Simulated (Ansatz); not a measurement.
Reaction: LiF (SMILES [Li][F]) → Li (doublet) + F (doublet) (the F-Li bond breaks)
Each species at its own B3LYP-D3(BJ)/def2-TZVP minimum (Ansatz, a program for electronic structure).

Total energies in hartree (Ansatz). Open shells are spin-unrestricted; no spin-orbit coupling. Correlated methods leave the cores frozen. No relativity. For partners of very few electrons the exact lower level stands in for a higher one.

```tsv
species	HF/def2-TZVPP	CCSD(T)/def2-TZVPP	HF/def2-QZVPP	CCSD(T)/def2-QZVPP	CCSDT(Q)/def2-QZVPP
1: LiF (SMILES [Li][F])	-106.98564	-107.26493	-106.99176	-107.29915	-107.29942
2: Li (doublet)	-7.43268	-7.43268	-7.43274	-7.43274	-7.43274
3: F (doublet)	-99.41180	-99.62506	-99.41589	-99.65118	-99.65148
```

Q: Work out the bond dissociation energy (electronic) in kcal/mol: take Hartree-Fock from def2-QZVPP, extrapolate the CCSD(T) correlation energy as X^-3 (X = 3, 4), and add CCSDT(Q) - CCSD(T) in def2-QZVPP. 1 hartree = 627.51 kcal/mol.

A: 
Species 1: correlation (64·(-0.30739) - 27·(-0.27929))/37 = -0.32790; step -0.00027; E1 = -106.99176 + (-0.32790) + (-0.00027) = -107.31993
Species 2: correlation (64·(0.00000) - 27·(0.00000))/37 = 0.00000; step +0.00000; E2 = -7.43274 + (0.00000) + (+0.00000) = -7.43274
Species 3: correlation (64·(-0.23529) - 27·(-0.21326))/37 = -0.25137; step -0.00030; E3 = -99.41589 + (-0.25137) + (-0.00030) = -99.66756
-1·E1 +1·E2 +1·E3 = 0.21963 hartree = 137.8 kcal/mol.
